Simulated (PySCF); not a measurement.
## Shieldings and the share of exact exchange

Molecule: `C=CF`, C₂H₃F.

Geometry:
| atom | x (Å) | y (Å) | z (Å) |
| --- | --- | --- | --- |
| C1 | -0.678 | -0.133 | 0.077 |
| C2 | 0.608 | 0.149 | -0.079 |
| F3 | 1.523 | -0.779 | -0.339 |
| H4 | -1.046 | -1.158 | 0.001 |
| H5 | -1.384 | 0.671 | 0.286 |
| H6 | 1.041 | 1.153 | -0.015 |

GIAO shieldings (ppm, equivalent atoms averaged) in PySCF 2.14 on the PBE0-D3(BJ)/def2-SVP geometry, basis pcSseg-2, gas phase, non-relativistic:

| functional | exact exchange (%) | σ(C2) | σ(F3) |
| --- | --- | --- | --- |
| BLYP | 0 | 6.6 | 261.0 |
| BP86 | 0 | 11.6 | 261.5 |
| PBE | 0 | 11.3 | 258.8 |
| B3LYP | 20 | 10.3 | 281.8 |
| PBE0 | 25 | 15.8 | 284.3 |
| BHandHLYP | 50 | 16.2 | 308.0 |
| HF | 100 | 28.0 | 341.5 |

(1) Fit each shielding as a line in the percentage of exact exchange.

(2) What does the line predict for mPW1PW91 (25 %), and what does the run give?

## Answers

(1) σ(C2) = 9.3 + 0.18 x (rms 2.1 ppm); σ(F3) = 262.3 + 0.82 x (rms 2.8 ppm). The functionals also differ in their semilocal parts, which the line can't hold; Hartree–Fock has no correlation at all.

(2) σ(C2): 13.8 predicted, 15.2 computed; σ(F3): 282.8 predicted, 285.3 computed ppm.
